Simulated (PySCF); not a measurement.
CHN, SMILES [C-]#[NH+] (connectivity only; charge and spin as stated), charge +1, multiplicity 2.

Coordinates come from a PBE-D3(BJ)/def2-TZVPD optimisation. The spin state was assumed, not searched.

Level of theory: M06-2X/def2-TZVPD run with PySCF.

total energy: -92.96122 hartree
point group: C∞v
α spin, highest occupied and lowest empty level: -21.91 and -7.79 eV
β spin, highest occupied and lowest empty level: -21.61 and -17.39 eV
dipole moment about the centre of nuclear charge: 0.075 e·Å
mean static polarisability: 11.9 bohr³ (1.76 Å³)
polarisability, principal values: 9.7, 9.7, 16.1 bohr³
⟨S²⟩: 0.778 (pure state 0.75)
